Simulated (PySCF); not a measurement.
**C2HF2O2: g tensor and hyperfine couplings**

C2HF2O2 (doublet state).
Cartesian coordinates in Å at the GFN2-xTB level; atoms count from 1:
```xyz
7
C2HF2O2 angstrom
O      0.620    1.531    0.064
C      0.340    0.352    0.048
O      1.231   -0.638    0.240
C     -0.981   -0.158   -0.178
F     -2.022    0.613   -0.390
F     -1.295   -1.434   -0.200
H      2.111   -0.260    0.390
```

The hyperfine couplings belong to this conformer and change with its torsions.

The species is `O=C(O)[C](F)F` [radical].

Level of theory: UKS B3LYP, pcH-1 on C F H O, non-relativistic, mean-field spin-orbit, GIAO in PySCF 2.14.0. Geometry: GFN2-xTB, one conformer, isolated molecule. A GFN2-xTB geometry isn't a minimum of the functional, and hyperfine couplings can be far from their values at a DFT geometry. The SCF solution wasn't tested for stability.

```
g1, g2, g3                      : 2.00188, 2.00579, 2.00669
g_iso                           : 2.00479
Form of g                       : rhombic: the two nearest values differ by 19 % of g3 − g1
⟨S²⟩                            : 0.7566 (exact 0.7500)
α and β electrons               : 24, 23
HOMO–LUMO gap, α and β orbitals : 7.37, 5.06 eV
```

Hyperfine couplings atom by atom, in 10⁻⁴ cm⁻¹; T1 to T3 are the principal values of the dipolar part; ρ(0) is the spin density at the nucleus (1 × 10⁻⁴ cm⁻¹ = 2.998 MHz):

```json
{"atom": "O1", "isotope": "17O", "a_iso": "-4.6", "T1": "-21.9", "T2": "10.8", "T3": "11.1", "Mulliken spin population": "0.20", "ρ(0) (bohr⁻³)": "0.0229"}
{"atom": "C2", "isotope": "13C", "a_iso": "-14.5", "T1": "-0.4", "T2": "-0.4", "T3": "0.9", "Mulliken spin population": "-0.03", "ρ(0) (bohr⁻³)": "-0.0386"}
{"atom": "O3", "isotope": "17O", "a_iso": "1.2", "T1": "-3.2", "T2": "1.3", "T3": "1.8", "Mulliken spin population": "0.02", "ρ(0) (bohr⁻³)": "-0.0061"}
{"atom": "C4", "isotope": "13C", "a_iso": "27.5", "T1": "-24.7", "T2": "-24.6", "T3": "49.3", "Mulliken spin population": "0.69", "ρ(0) (bohr⁻³)": "0.0733"}
{"atom": "F5", "isotope": "19F", "a_iso": "42.6", "T1": "-77.7", "T2": "-66.2", "T3": "143.9", "Mulliken spin population": "0.06", "ρ(0) (bohr⁻³)": "0.0304"}
{"atom": "F6", "isotope": "19F", "a_iso": "43.9", "T1": "-77.4", "T2": "-66.7", "T3": "144.1", "Mulliken spin population": "0.06", "ρ(0) (bohr⁻³)": "0.0313"}
{"atom": "H7", "isotope": "1H", "a_iso": "-1.6", "T1": "-1.0", "T2": "-0.8", "T3": "1.8", "Mulliken spin population": "0.00", "ρ(0) (bohr⁻³)": "-0.0011"}
```

The Mulliken spin populations are largest on C4 (+0.69), O1 (+0.20) and F6 (+0.06). The angles at C4 add up to 360.0°, so it is planar.

Axes: g1 is normal to the molecular plane and g3 points within 14° of the C2–C4 bond.

Under fast tumbling the dipolar parts average out, and these isotropic splittings remain: 2 × 19F (F5/F6, I = 1/2, 3 lines) with 4.62 mT and 1 × 1H (H7, I = 1/2, 2 lines) with 0.17 mT.

Nuclei that the bonding pattern makes equivalent are averaged, as if the motion that swaps them (rotation, inversion, ring flip) were fast.

The 17O coupling of O1 (-13.9 MHz) shows only in satellite lines or after enrichment, since that isotope makes up about 0.038 % of natural oxygen.

The 13C coupling of C4 (82.4 MHz) shows only in satellite lines or after enrichment, since that isotope makes up about 1.07 % of natural carbon.

Examples of negative spin density at the nucleus (bohr⁻³): C2 (-0.0386), O3 (-0.0061) and H7 (-0.0011).
